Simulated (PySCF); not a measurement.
BH2, doublet: structure and spectrum

Computed with UPBE0 in PySCF with B def2-TZVP, H def2-TZVP; no relativity; density-fitted integrals.

The structure is a minimum.

| Property | Result |
| --- | --- |
| Point group | C2v |
| Bond lengths | B–H 1.191 Å (×2) |
| Bond angles | H–B–H 129.4° |
| Highest occupied level (α) | -6.16 eV |
| Spin squared ⟨S²⟩ | 0.752 |
| Entropy at 298.15 K and 1 bar (electronic part: spin only) | 194.2 J/(mol K) |
| Principal polarisabilities | 16.7, 17.7, 19.3 bohr³ |
| Enthalpy at 298.15 K above 0 K | 10.02 kJ/mol |
| Lowest empty level (α) | -2.33 eV |
| Principal quadrupole moments (Buckingham, traceless) about the centre of mass | -1.93, -0.21, 2.14 D Å |
| Rotational constants | 38.21, 7.209, 6.065 cm⁻¹ |
| Rotational symmetry number | 2 |
| Atomisation energy without zero-point energy | 720 kJ/mol |
| Heat capacity Cp at 298.15 K | 34.9 J/(mol K) |
| Dipole moment | 0.50 D |
| Zero-point energy | 37.8 kJ/mol |

Harmonic modes (masses in u: B 11.009, H 1.008):
```
symmetry  ω (cm⁻¹)  IR (km/mol)  μ (u)     type
      a1       979          9.3   1.14     bend
      a1      2586         11.7   1.03  stretch
      b2      2754         88.8   1.14  stretch
```

In C2v the vibrations span 2a1 + b2. Here b1 is antisymmetric to the molecular plane and b2 lies in it.

Charges (e):
| atom | Mulliken | Löwdin | polar tensor | spin (Mulliken) | Mayer order to B1 |
| --- | --- | --- | --- | --- | --- |
| B1 | -0.11 | -0.06 | 0.10 | 0.99 | – |
| H2,3 | 0.06 | 0.03 | -0.05 | 0.00 | 0.97 |

Mulliken populations on B1: s 3.30, p 1.78, d 0.03, f 0.00.

This need not be the most stable arrangement of these atoms.

The final relaxation and frequency run took about 13 core-seconds on a shared host.
